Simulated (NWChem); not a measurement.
# MgHCl (SMILES [MgH][Cl]): levels of theory compared

Aim: a comparison of 6 runs (HF/3-21G, HF/def2-TZVP, B3LYP/6-31G*, B3LYP/def2-SVPD, CCSD/6-311+G**) of MgHCl. 

Program for the calculation: NWChem 7.3.0.

## 1. The structure to begin with

The species is MgHCl (3 atoms), meant as a singlet with charge 0. SMILES: `[MgH][Cl]`. The shape is that of a PBE0-D4/def2-TZVP optimisation.

Bond lengths: Mg1–Cl2 2.187 Å, Mg1–H3 1.686 Å. Angles: Cl2–Mg1–H3 179.9°.

## 2. Energy and gradient at HF/3-21G (run 1)

Contents of clhmg.xyz:

```xyz
3
ClHMg hf
Mg    -0.150000    -0.002000    -0.082600
Cl     1.766500    -0.265500     0.937500
H     -1.627500     0.202700    -0.868200
```

Contents of clhmg.nw:

```
start clhmg
title "ClHMg hf"
memory 2200 mb
charge 0

geometry units angstrom noautosym nocenter noautoz
  load clhmg.xyz
end

basis spherical bse
  Mg library 3-21G
  Cl library 3-21G
  H library 3-21G
end

scf
  thresh 1e-08
  maxiter 80
end

task scf gradient
```

Started as:

```sh
$ nwchem clhmg.nw > clhmg.out
```

Output:

```text
[...]
  functions       =    28
[...]
  wavefunction    = RHF
[...]
         Total SCF energy =   -656.413588557319
      One-electron energy =  -1022.764687717780
      Two-electron energy =    310.900893314579
 Nuclear repulsion energy =     55.450205845882
        Time for solution =      0.2s
[...]
                         RHF ENERGY GRADIENTS
    atom               coordinates                        gradient
                 x          y          z           x          y          z
   1 Mg     -0.283459  -0.003779  -0.156091    0.016929  -0.002346   0.009001
   2 Cl      3.338201  -0.501722   1.771618   -0.020071   0.002769  -0.010678
   3 H      -3.075529   0.383047  -1.640660    0.003142  -0.000423   0.001677
[...]
```

It took 0.78 s on 1 thread of AMD EPYC 9R45 (Zen 5), shared host; peak memory 0.1 GiB.

## 3. Energy and forces at HF/def2-TZVP (run 2)

Contents of run.py:

```python
from ase import Atoms
from ase.calculators.nwchem import NWChem

system = Atoms('MgClH', positions=[
    [-0.150000, -0.002000, -0.082600],
    [1.766500, -0.265500, 0.937500],
    [-1.627500, 0.202700, -0.868200],
])

calc = NWChem(
    label='clhmg',
    theory='scf',
    memory='2200 mb',
    basis='def2-TZVP',
    basispar='spherical bse',
    scf={'nopen': '0', 'rhf': None, 'thresh': '1e-08', 'maxiter': '80'},
)
system.calc = calc

forces = system.get_forces()
print("Total energy (eV):", round(system.get_potential_energy(), 6))
print("forces (eV/A):")
for s, f in zip(system.symbols, forces):
    print(f"{s:2s} {f[0]:10.5f} {f[1]:10.5f} {f[2]:10.5f}")
print("dipole (e A):", system.get_dipole_moment().round(4))
```

Started as:

```sh
$ export ASE_NWCHEM_COMMAND="nwchem PREFIX.nwi > PREFIX.nwo"
$ python run.py
```

Output:

```text
Total energy (eV): -17953.193954
forces (eV/A):
Mg   -0.06397    0.00972   -0.03358
Cl    0.08264   -0.01178    0.04376
H    -0.01867    0.00206   -0.01018
dipole (e A): [-0.2884  0.0388 -0.154 ]
```

The calculator wrote clhmg.nwi:

```
title "clhmg"

permanent_dir clhmg

scratch_dir clhmg

start clhmg

geometry units angstrom nocenter noautosym noautoz
  Mg -1.4999999999999999e-01 -2.0000000000000000e-03 -8.2600000000000007e-02
  Cl 1.7665000000000000e+00 -2.6550000000000001e-01 9.3750000000000000e-01
  H  -1.6274999999999999e+00 2.0269999999999999e-01 -8.6819999999999997e-01
end

memory 2200 mb

basis spherical bse noprint
   * library def2-TZVP
end

scf
  nopen 0
  rhf
  thresh 1e-08
  maxiter 80
end

task scf gradient
```

clhmg.nwo:

```text
Northwest Computational Chemistry Package (NWChem) 7.3.0
             --------------------------------------------------------

           Job information
           ---------------

    nwchem branch   = 7.3.0
    use scalapack   = T
    input           = clhmg.nwi
    prefix          = clhmg.
    data base       = clhmg/clhmg.db
    status          = startup
    nproc           =        1

           Memory information
           ------------------

[... 5 lines left out ...]
    hardfail = no
[... 115 lines left out ...]
         Quadratically convergent ROHF
[... 14 lines left out ...]
       Final RHF  results
[... 4 lines left out ...]
      Two-electron energy =    311.408275747091
[... 34 lines left out ...]
                       ROHF Final Molecular Orbital Analysis
[... 235 lines left out ...]
                 ----------------------------------------
                 |  Time  |  1-e(secs)   |  2-e(secs)   |
                 ----------------------------------------
                 |  CPU   |       0.00   |       1.66   |
                 ----------------------------------------
                 |  WALL  |       0.00   |       1.66   |
                 ----------------------------------------

 Task  times  cpu:        5.0s     wall:        5.0s
 Total times  cpu:        5.0s     wall:        5.0s
```

Wall time 6 s (1 thread of AMD EPYC 9R45 (Zen 5), shared host); peak memory 0.1 GiB.

Runs 3 to 5 aren't shown in full; the table further down has their settings and results.

## 4. A single-point energy at CCSD/6-311+G(d,p) (run 6)

Contents of run.py:

```python
from ase import Atoms
from ase.calculators.nwchem import NWChem

system = Atoms('MgClH', positions=[
    [-0.150000, -0.002000, -0.082600],
    [1.766500, -0.265500, 0.937500],
    [-1.627500, 0.202700, -0.868200],
])

calc = NWChem(
    label='clhmg',
    theory='ccsd',
    memory='2200 mb',
    basis='6-311+G**',
    basispar='spherical bse',
    scf={'nopen': '0', 'rhf': None, 'thresh': '1e-08', 'maxiter': '80'},
    ccsd={'freeze': 'core 6', 'maxiter': '60'},
    task='energy',
)
system.calc = calc

print("Total energy (eV):", round(system.get_potential_energy(), 6))
```

Started as:

```sh
$ export ASE_NWCHEM_COMMAND="nwchem PREFIX.nwi > PREFIX.nwo"
$ python run.py
```

Output:

```text
Total energy (eV): -17961.394223
```

The calculator wrote clhmg.nwi:

```
title "clhmg"

permanent_dir clhmg

scratch_dir clhmg

start clhmg

geometry units angstrom nocenter noautosym noautoz
  Mg -1.4999999999999999e-01 -2.0000000000000000e-03 -8.2600000000000007e-02
  Cl 1.7665000000000000e+00 -2.6550000000000001e-01 9.3750000000000000e-01
  H  -1.6274999999999999e+00 2.0269999999999999e-01 -8.6819999999999997e-01
end

memory 2200 mb

basis spherical bse noprint
   * library 6-311+G**
end

scf
  nopen 0
  rhf
  thresh 1e-08
  maxiter 80
end
ccsd
  freeze core 6
  maxiter 60
end

task ccsd energy
```

clhmg.nwo:

```text
Northwest Computational Chemistry Package (NWChem) 7.3.0
             --------------------------------------------------------

           Job information
           ---------------

    nwchem branch   = 7.3.0
    use scalapack   = T
    input           = clhmg.nwi
    prefix          = clhmg.
    data base       = clhmg/clhmg.db
    status          = startup
    nproc           =        1

           Memory information
           ------------------

[... 5 lines left out ...]
    hardfail = no
[... 115 lines left out ...]
         Quadratically convergent ROHF
[... 18 lines left out ...]
      One-electron energy =  -1026.546356370203
[... 326 lines left out ...]
 Reference energy:           -659.764116170056923
[... 23 lines left out ...]
  Failed reading restart vector from clhmg/clhmg.t2
[... 3 lines left out ...]
             energy      energy      error      ampl     ampl      Block
[... 6 lines left out ...]
                  *************converged*************
[... 16 lines left out ...]
 Total SCS-CCSD energy:                -660.141933765267254
[... 1 line left out ...]
 routine      calls  cpu(0)   cpu-min  cpu-ave  cpu-max   i/o
 aoccsd          1     0.00     0.00     0.00     0.00    0.00
 iterdrv         1     0.01     0.01     0.01     0.01    0.00
 pampt          11     0.02     0.02     0.02     0.02    0.00
[... 9 lines of this table left out ...]
 Total                10.28    10.28    10.28    10.28    0.00

 Task  times  cpu:       13.0s     wall:       13.0s
 Total times  cpu:       13.0s     wall:       13.0s
```

Run time: 14 s. Hardware: 1 thread of AMD EPYC 9R45 (Zen 5), shared host; peak memory 0.14 GiB.

## 5. The series

```csv
run,level,iteration cap,module,energy (Eh),dipole moment (D),HOMO energy (eV),LUMO energy (eV),wall time
1,HF/3-21G,80,scf,-656.413589,2.57,-11.37,1.37,0.78 s
2,HF/def2-TZVP,80,scf,-659.767714,1.58,-11.22,1.25,6 s
3,B3LYP/6-31G* (spherical functions),100,dft,-660.937011,1.60,-8.10,-1.17,3.9 s
4,B3LYP/6-31G* (Cartesian functions),100,dft,-660.941453,1.60,–,–,3.9 s
5,B3LYP/def2-SVPD,100,dft,-660.766611,1.66,-8.17,-1.27,4.2 s
6,CCSD/6-311+G**,80,ccsd,-660.069068,–,-11.24,0.53,14 s
```

## 6. Outcome

```
                                          quantity          value
                               run 6: total energy  -660.06907 Eh
        run 6: HOMO energy (Hartree–Fock orbitals)      -11.24 eV
        run 6: LUMO energy (Hartree–Fock orbitals)        0.53 eV
      run 6: HOMO–LUMO gap (Hartree–Fock orbitals)       11.77 eV
run 6: correlation energy (6 core orbitals frozen)     -305.0 mEh
```

What this shows: Over runs 1, 2, 3, 4, 5 the dipole moment (its size) runs from 1.58 D (HF/def2-TZVP) to 2.57 D (HF/3-21G). Over runs 1, 2, 3, 5 the HOMO–LUMO gap runs from 6.89 eV (B3LYP/def2-SVPD) to 12.74 eV (HF/3-21G). The two ends differ in method and basis. All runs together took 33 s, the longest 14 s.
